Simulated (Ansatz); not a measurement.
# Run times for SiNH2Cl (SMILES N[Si]Cl)

SiNH2Cl has 5 atoms, charge 0, and is taken as a singlet. SMILES: `N[Si]Cl`. The coordinates come from a PBE0-D4/def2-TZVP relaxation. This is one conformer, not always the lowest.

```xyz
5

N    -0.1482    0.5834   -0.2339
Si   -0.1162   -0.3418    1.1926
Cl    0.6490   -2.1245    0.3773
H    -0.4733    1.5386   -0.2274
H     0.1386    0.2706   -1.1500
```

Program: Ansatz 0.2.0. Hardware: 1 thread of Arm Neoverse V1, shared host, so times are rough. Ansatz fits the integrals of SCF and DFT runs by default. Its times include its search for lower SCF states.

Q: Estimate their order by wall time, quickest first.
A. energy at SVWN5/STO-3G
B. energy at r2SCAN0/STO-3G
C. energy at HF/STO-3G
D. energy at wB97M-V/STO-3G

A: C (0.2 s), A (0.99 s), B (3.3 s), D (24 s).
